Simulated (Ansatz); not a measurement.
**CH₄AlB (SMILES C=[B][AlH2]): single points off equilibrium**

The task here is to estimate one member of a computed series from the others.

Program: Ansatz 0.2.0, Gaussian basis. Level of theory: single points in def2-TZVPP. These are calculated values, not measurements.

Correlated methods freeze the cores.

### Starting geometry

7 atoms, charge 0, spin multiplicity 1.

Atoms are counted from 1 here; the program's logs count them from 0.

Bond lengths: C1–B2 1.558 Å, C1–H4 0.954 Å, C1–H5 1.102 Å, B2–Al3 1.894 Å, Al3–H6 1.801 Å, Al3–H7 1.751 Å. Angles: B2–C1–H4 119.7°, B2–C1–H5 112.6°, H4–C1–H5 121.8°, C1–B2–Al3 164.5°, B2–Al3–H6 122.0°, B2–Al3–H7 125.6°, H6–Al3–H7 107.3°.

Coordinates:

```xyz
7

C    -0.2099    1.0884   -1.4403
B    -0.1037    0.0467   -0.2862
Al    0.3175   -0.8573    1.3236
H    -0.9724    1.6592   -1.4941
H     0.3519    0.7841   -2.3385
H    -0.6327   -0.6081    2.8337
H     1.0803   -2.4291    1.4411
```

Set-up of the first run:

run/in.yaml reads:

```yaml
crystal:
  periodic: [false, false, false]
  atoms:
    - {symbol: C, position_ang: [-0.209900, 1.088400, -1.440300]}
    - {symbol: B, position_ang: [-0.103700, 0.046700, -0.286200]}
    - {symbol: Al, position_ang: [0.317500, -0.857300, 1.323600]}
    - {symbol: H, position_ang: [-0.972400, 1.659200, -1.494100]}
    - {symbol: H, position_ang: [0.351900, 0.784100, -2.338500]}
    - {symbol: H, position_ang: [-0.632700, -0.608100, 2.833700]}
    - {symbol: H, position_ang: [1.080300, -2.429100, 1.441100]}
basis:
  gaussian: {orbitals: def2-TZVPP}
correlation: {method: ccsd_t}
output: {forces: true}
```

The command line of these runs was not kept.

Steps of the session up to this table: CCSD(T)/def2-TZVPP; PBE0-D4/def2-TZVPP; wB97M-V/def2-TZVPP; r2SCAN-D4/def2-TZVPP; PBE-D4/def2-TZVPP; r2SCAN0-D4/def2-TZVPP; wB97X-V/def2-TZVPP.

One table of the session follows, with a row left open; its other results are not shown here.

```
    method  RMS force component (eV/Å)  angle to CCSD(T) forces (°)  dipole (D)
   CCSD(T)                       3.389                    reference        1.45
   PBE0-D4                       3.524                          2.8        1.33
   wB97M-V                       3.582                          3.5        1.32
 r2SCAN-D4                       3.458                          2.5        1.38
    PBE-D4                           ?                            ?           ?
r2SCAN0-D4                       3.562                          3.3        1.38
   wB97X-V                       3.648                          3.2        1.33
```

**Question.** Estimate the row for PBE-D4.

As computed: RMS force component (eV/Å): 3.387; angle to CCSD(T) forces (°): 3.2; dipole (D): 1.29. In the column «RMS force component (eV/Å)» it is the lowest.
